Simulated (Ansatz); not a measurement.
Worked example: building the atomization energy of CO$_{2}$, singlet

Measured: the G2/97 heats of formation, with zero-point and thermal terms from B3LYP taken off, give an electronic atomization energy of 389.3 kcal/mol (Curtiss et al., J. Chem. Phys. 106, 1063 (1997); Staroverov et al., J. Chem. Phys. 119, 12129 (2003)). The calculation below tries to reproduce it.

Geometry (MP2(full)/6-31G*, from the G2/97 set):

```tsv
atom	x (Å)	y (Å)	z (Å)
C	0.0000	0.0000	0.0000
O	0.0000	0.0000	-1.1787
O	0.0000	0.0000	1.1787
```

Atomization energies (atoms less molecule, kcal/mol) from Ansatz 0.2.0, frozen cores, restricted molecule, unrestricted atoms (their steps beyond CCSDT(Q) from restricted open-shell runs), sets cc-pVDZ, cc-pVTZ, cc-pVQZ:

```csv
level,DZ,TZ,QZ
HF,235.59,242.68,243.54
CCSD(T),356.37,375.22,382.73
CCSDT,356.19,374.41,381.75
CCSDT(Q),357.49,375.67,383.09
CCSDTQ,357.26,–,–
```

Problem. Extrapolate Hartree–Fock with exp(−5.46 √X) and the CCSD(T) correlation part with X⁻³ (X = 3, 4), add each higher step from the largest set that has it, and compare with the measured value.

Solution. Hartree–Fock: 243.54 + (243.54 − 242.68) × 0.301 = 243.80.
Correlation: TZ 132.54, QZ 139.19; (64 × 139.19 − 27 × 132.54) / 37 = 144.04.
Full triples (QZ): 381.75 − 382.73 = -0.98.
(Q) (QZ): 383.09 − 381.75 = 1.34.
Full quadruples (DZ): 357.26 − 357.49 = -0.23.
Sum: 388.0 kcal/mol, 1.3 below the measured 389.3.

The steps beyond CCSD(T) add 0.13 kcal/mol, while going from QZ to the limit adds 5.11. Core correlation, scalar relativity, spin–orbit terms and the relaxation from this MP2 geometry are missing from the sum, and the measured value has its own uncertainty.
